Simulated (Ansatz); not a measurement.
C2H6B (`[CH2]BC`) radical, relaxed with UKS PBE0-D4/def2-TZVP in the Gaussian-basis code of Ansatz from a PBE-D4/def2-SVP geometry. The force threshold is 0.005 eV/Å; the program also tests the step.

The species carries charge 0 and has multiplicity 2.

Start:

```xyz
9

C     0.051    1.450    0.511
B    -0.541    0.056    0.212
C     0.267   -1.082   -0.509
H     1.089    1.731    0.249
H    -0.517    2.259    1.005
H    -1.689   -0.170    0.568
H     1.279   -0.800   -0.864
H     0.373   -1.944    0.191
H    -0.311   -1.500   -1.363
```

```json
{"step": "1", "energy (eV)": "-2843.8825", "largest force (eV/Å)": "0.528", "largest move (Å)": "0.000"}
{"step": "2", "energy (eV)": "-2843.9135", "largest force (eV/Å)": "0.154", "largest move (Å)": "0.023"}
{"step": "3", "energy (eV)": "-2843.9161", "largest force (eV/Å)": "0.010", "largest move (Å)": "0.010"}
{"step": "4", "energy (eV)": "-2843.9161", "largest force (eV/Å)": "0.010", "largest move (Å)": "0.002"}
{"step": "5 (rejected)", "energy (eV)": "-2843.9160", "largest force (eV/Å)": "0.027", "largest move (Å)": "0.006"}
{"step": "6", "energy (eV)": "-2843.9161", "largest force (eV/Å)": "0.005", "largest move (Å)": "0.003"}
{"step": "7", "energy (eV)": "-2843.9161", "largest force (eV/Å)": "0.004", "largest move (Å)": "0.005"}
{"step": "8", "energy (eV)": "-2843.9162", "largest force (eV/Å)": "0.009", "largest move (Å)": "0.014"}
{"step": "9", "energy (eV)": "-2843.9162", "largest force (eV/Å)": "0.014", "largest move (Å)": "0.013"}
{"step": "10", "energy (eV)": "-2843.9163", "largest force (eV/Å)": "0.015", "largest move (Å)": "0.011"}
{"step": "11", "energy (eV)": "-2843.9163", "largest force (eV/Å)": "0.014", "largest move (Å)": "0.009"}
{"step": "12 (rejected)", "energy (eV)": "-2843.9163", "largest force (eV/Å)": "0.021", "largest move (Å)": "0.010"}
{"step": "13", "energy (eV)": "-2843.9163", "largest force (eV/Å)": "0.008", "largest move (Å)": "0.005"}
{"step": "14", "energy (eV)": "-2843.9163", "largest force (eV/Å)": "0.006", "largest move (Å)": "0.007"}
{"step": "15", "energy (eV)": "-2843.9163", "largest force (eV/Å)": "0.005", "largest move (Å)": "0.002"}
```

End:

```xyz
9

C     0.046    1.442    0.494
B    -0.534    0.051    0.228
C     0.269   -1.079   -0.491
H     1.053    1.728    0.194
H    -0.505    2.232    0.997
H    -1.657   -0.177    0.592
H     1.280   -0.808   -0.800
H     0.331   -1.962    0.159
H    -0.283   -1.428   -1.373
```

Run time 19 s (2 threads of a server CPU on a shared host); peak host memory 0.25 GiB.
